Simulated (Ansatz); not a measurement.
**C₂H₅NO: basis-set convergence**

The task here is to estimate one member of a computed series from the others.

Method: one geometry, several basis sets; program: Ansatz 0.2.0, Gaussian basis.

Levels to be run: PBE0-D4/def2-SVP; ωB97M-V/def2-SVP; PBE0-D4/def2-QZVPP; ωB97M-V/def2-QZVPP; the functionals' def2-TZVPP values are taken from earlier runs.

## Structure used throughout

All runs share one geometry, relaxed beforehand with PBE0-D4 in a triple-zeta def2 set.

SMILES `C=C(N)O`, 9 atoms, charge 0, spin multiplicity 1.

Atoms are counted from 1 here; the program's logs count them from 0.

Bond lengths: C1–C2 1.338 Å, C1–H5 1.080 Å, C1–H6 1.081 Å, C2–N3 1.376 Å, C2–O4 1.355 Å, N3–H7 1.008 Å, N3–H8 1.006 Å, O4–H9 0.961 Å. Angles: C2–C1–H5 120.9°, C2–C1–H6 120.9°, H5–C1–H6 118.1°, C1–C2–N3 126.3°, C1–C2–O4 124.2°, N3–C2–O4 109.5°, C2–N3–H7 113.9°, C2–N3–H8 114.7°, H7–N3–H8 113.4°, C2–O4–H9 108.3°.

Geometry (Å):

```xyz
9
C2H5NO
C     0.2459    1.1298   -0.3115
C    -0.0660   -0.0816    0.1641
N     0.5565   -1.2665   -0.1554
O    -1.0289   -0.3121    1.0895
H     1.0089    1.2501   -1.0665
H    -0.2341    2.0184    0.0747
H    -0.0483   -2.0716   -0.1096
H     1.1162   -1.2352   -0.9904
H    -1.4618    0.5223    1.2880
```

The first run:

The input, in.yaml:

```yaml
crystal:
  periodic: [false, false, false]
  atoms:
    - {symbol: C, position_ang: [0.245899, 1.129821, -0.311510]}
    - {symbol: C, position_ang: [-0.066001, -0.081609, 0.164134]}
    - {symbol: N, position_ang: [0.556530, -1.266495, -0.155389]}
    - {symbol: O, position_ang: [-1.028879, -0.312096, 1.089520]}
    - {symbol: H, position_ang: [1.008860, 1.250124, -1.066523]}
    - {symbol: H, position_ang: [-0.234094, 2.018400, 0.074664]}
    - {symbol: H, position_ang: [-0.048264, -2.071649, -0.109601]}
    - {symbol: H, position_ang: [1.116152, -1.235189, -0.990394]}
    - {symbol: H, position_ang: [-1.461802, 0.522293, 1.288002]}
basis:
  gaussian: {orbitals: def2-SVP}
hamiltonian: {xc: pbe0, dispersion: d4}
output: {orbitals: {seedname: orbitals}}
```

Started as:

```console
$ ansatz run in.yaml --threads 2 --pin off --events-out ev --progress --plain --max-ram 4352MiB
```

Steps of the session up to this table: PBE0-D4 in def2-SVP; ωB97M-V in def2-SVP; PBE0-D4 in def2-QZVPP; ωB97M-V in def2-QZVPP.

One table of the session follows, with a row left open; its other results are not shown here.

It belongs to the step «Density functionals: the series». 

```
functional       basis  HOMO (eV)  LUMO (eV)
   PBE0-D4    def2-SVP      -5.65       1.57
   PBE0-D4  def2-TZVPP      -5.86       0.88
   PBE0-D4  def2-QZVPP      -5.91       0.46
   ωB97M-V    def2-SVP      -7.88       3.25
   ωB97M-V  def2-TZVPP          ?          ?
   ωB97M-V  def2-QZVPP      -8.15       1.67
```

Estimate the missing values for ωB97M-V, def2-TZVPP.

The run gave: HOMO (eV): -8.10; LUMO (eV): 2.33. In the column «HOMO (eV)» it lies between ωB97M-V, def2-QZVPP (-8.15) and ωB97M-V, def2-SVP (-7.88).
